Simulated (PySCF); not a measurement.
B3LYP has the VWN-RPA correlation part, as in Gaussian. 

```xyz
3

N     -0.0014     0.4256     0.0000
H     -0.8055    -0.2155     0.0000
H      0.8069    -0.2101     0.0000
```

Charge 0, multiplicity 2.

Problem. Give the Mulliken and meta-Löwdin atomic charges from B3LYP-D3(BJ)/def2-TZVP run with PySCF 2.14.0.

Solution. 
```json
[
 {"atom": "N1", "Mulliken (e)": "-0.43", "meta-Löwdin (e)": "-0.44"},
 {"atom": "H2", "Mulliken (e)": "0.21", "meta-Löwdin (e)": "0.22"},
 {"atom": "H3", "Mulliken (e)": "0.21", "meta-Löwdin (e)": "0.22"}
]
```
